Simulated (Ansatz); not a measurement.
# C3H5F (allyl fluoride) at CCSD(T)/def2-SVP

Aim: the vertical ionisation energy of C3H5F (allyl fluoride) at CCSD(T)/def2-SVP, from 2 runs. 

Program for the calculation: Ansatz 0.2.0.

52 further runs of the same task are left out: 52 set aside as unsound or not needed.

## (1) The structure to begin with

C3H5F has 9 atoms, charge 0, and is taken as a singlet. SMILES: `C=CCF`. The coordinates come from a PBE0-D4/def2-TZVP relaxation. This is one conformer, not always the lowest.

Bond lengths: C1–C2 1.324 Å, C2–C3 1.486 Å, C3–F4 1.387 Å, C1–H5 1.084 Å, C1–H6 1.086 Å, C2–H7 1.087 Å, C3–H8 1.096 Å, C3–H9 1.094 Å. Some angles: C1–C2–C3 123.6°, C2–C3–F4 110.3°, C1–C2–H7 120.6°, C3–C2–H7 115.9°, C2–C1–H5 121.7°, C2–C1–H6 121.3°, C2–C3–H8 111.1°, C2–C3–H9 111.2°, F4–C3–H8 106.9°, F4–C3–H9 108.2°.

## (2) A single-point energy at CCSD(T)/def2-SVP

Input file input.yaml:

```yaml
basis:
  gaussian: {orbitals: def2-SVP}
crystal:
  periodic: [false, false, false]
  atoms:
    - {symbol: C, position_ang: [-0.578000, 1.122500, -0.608000]}
    - {symbol: C, position_ang: [0.352500, 0.215400, -0.353400]}
    - {symbol: C, position_ang: [0.200500, -0.852800, 0.668500]}
    - {symbol: F, position_ang: [0.430500, -2.098200, 0.102300]}
    - {symbol: H, position_ang: [-0.422500, 1.909200, -1.336700]}
    - {symbol: H, position_ang: [-1.531700, 1.114000, -0.089100]}
    - {symbol: H, position_ang: [1.299800, 0.230700, -0.886500]}
    - {symbol: H, position_ang: [0.929800, -0.730800, 1.477200]}
    - {symbol: H, position_ang: [-0.806800, -0.852300, 1.094700]}
correlation: {method: ccsd_t, frozen_orbitals: {C: 1, F: 1, H: 0}}
accuracy: high
scf: {omitted_lower_state_checks: [cluster_reference, increment]}
```

Command:

```
ansatz run input.yaml --threads 1 --pin off --max-ram 3480MiB --events-out events.jsonl --progress --plain --runs-dir runs
```

Log, shortened:

```text
Warning: RAYON_NUM_THREADS=1 ignored (pool sized by the plan → 1); use --threads N
Functional definition: HF
  name "HF"
[...]
1938 factors; integrals over basis functions are off by at most 3.5e-9 eV
[...]
mean field -5870.99743040 eV, -215.7551760621 hartree, gradient 2.2e-8 eV, S^2 0.000000; 0 other end points of the search recorded, 0 dependent functions left out
4 core orbitals not correlated: weight in the atoms' cores, before any rotation towards them, 1.000 or more for the frozen orbitals, at most 0.000 for the correlated occupied ones
reference -5870.99743040 eV, -215.7551760621 hartree; 12, 12 occupied and 65, 65 virtual orbitals, 1938 factors
second order -16.00757927 eV of doubles, -0.00000000 eV of singles
cycle   1  -16.59000563 eV  change   -5.8e-1 eV  update   8.5e-2
[...]
cycle  22  -17.09930208 eV  change    1.7e-9 eV  update  5.2e-10
perturbative correction -0.47252843 eV, -0.0173650996 hartree
Total energy: -5888.56926091 eV, -216.4009289227 hartree
Checks for a lower state left out: cluster_reference, increment
```

Run time: 14 s. Hardware: 1 thread of Arm Neoverse V2, shared host; peak memory 0.47 GiB.

## (3) The doublet cation

input.yaml: that of step 2 with these lines changed.

```diff
@@ -1,3 +1 @@
-basis:
-  gaussian: {orbitals: def2-SVP}
 crystal:
@@ -14,4 +12,14 @@
     - {symbol: H, position_ang: [-0.806800, -0.852300, 1.094700]}
-correlation: {method: ccsd_t, frozen_orbitals: {C: 1, F: 1, H: 0}}
+basis:
+  gaussian:
+    orbitals: def2-SVP
+total_charge: 1
+magnetization:
+  spin_polarized: true
+  initial_magnetization: 1
+correlation:
+  method: ccsd_t
+  frozen_orbitals: {C: 1, F: 1, H: 0}
 accuracy: high
-scf: {omitted_lower_state_checks: [cluster_reference, increment]}
+scf:
+  omitted_lower_state_checks: [cluster_reference, increment]
```

Command:

```
ansatz run input.yaml --threads 1 --pin off --max-ram 3480MiB --events-out events.jsonl --progress --plain --runs-dir runs
```

Log, shortened:

```text
Warning: RAYON_NUM_THREADS=1 ignored (pool sized by the plan → 1); use --threads N
Functional definition: HF
  name "HF"
[...]
1939 factors; integrals over basis functions are off by at most 3.5e-9 eV
[...]
mean field -5861.80371244 eV, -215.4173131590 hartree, gradient 2.9e-8 eV, S^2 0.754505; 0 other end points of the search recorded, 0 dependent functions left out
4 core orbitals not correlated: weight in the atoms' cores, before any rotation towards them, 1.000 or more for the frozen orbitals, at most 0.000 for the correlated occupied ones
reference -5861.80371244 eV, -215.4173131590 hartree; 12, 11 occupied and 65, 66 virtual orbitals, 1939 factors
second order -14.60537484 eV of doubles, -0.00000000 eV of singles
cycle   1  -15.37351305 eV  change   -7.7e-1 eV  update   8.4e-2
[...]
cycle  34  -15.85000340 eV  change   9.4e-10 eV  update   1.7e-9
perturbative correction -0.37951923 eV, -0.0139470743 hartree
Total energy: -5878.03323507 eV, -216.0137371146 hartree
Checks for a lower state left out: cluster_reference, increment
```

Wall time 57 s (1 thread of Arm Neoverse V2, shared host); peak memory 0.89 GiB.

## (4) Outcome

Level: CCSD(T)/def2-SVP, 4 core orbitals frozen.

| quantity | value |
| --- | --- |
| singlet C3H5F: total energy | -216.40093 Eh |
| singlet C3H5F: correlation energy (4 core orbitals frozen) | -645.8 mEh |
| singlet C3H5F: (T) correction | -17.37 mEh |
| singlet C3H5F: T1 diagnostic | 0.010 |
| doublet cation: total energy | -216.01374 Eh |
| doublet cation: correlation energy (4 core orbitals frozen) | -596.4 mEh |
| doublet cation: (T) correction | -13.95 mEh |
| doublet cation: ⟨S²⟩ of the reference determinant | 0.755 |
| doublet cation: T1 diagnostic | 0.018 |
| vertical ionisation energy (to the doublet cation) | 10.536 eV |

In words: Removing an electron at fixed nuclei costs 10.54 eV (1017 kJ/mol). The triples (singlet C3H5F) make up 2.7 % of the correlation energy. The triples (doublet cation) make up 2.3 % of the correlation energy.
